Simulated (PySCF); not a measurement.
formamide cation (CH3NO), SMILES NC=O (connectivity only; charge and spin as stated), charge +1, multiplicity 2.

Geometry: TPSSh-D3(BJ)/def2-TZVP. The spin state was assumed, not searched. Other conformers were not sampled.

All values below come from PySCF with CAM-B3LYP/def2-TZVPD.

Gas-phase values at a fixed geometry.

**Question.** Estimate the frontier levels, dipole moment and polarisability. (Estimate from the structure and the level; the computed values follow.)

**Answer.** 
```json
{
 "α spin, highest occupied and lowest empty level": "-18.14 and -6.49 eV",
 "β spin, highest occupied and lowest empty level": "-17.82 and -11.05 eV",
 "dipole_moment_about_the_centre_of_nuclear_charge": "3.07 D",
 "mean_static_polarisability": "20.9 bohr³ (3.10 Å³)",
 "polarisability_principal_values": "14.3, 20.0, 28.5 bohr³",
 "⟨S²⟩": "0.755 (pure state 0.75)"
}
```
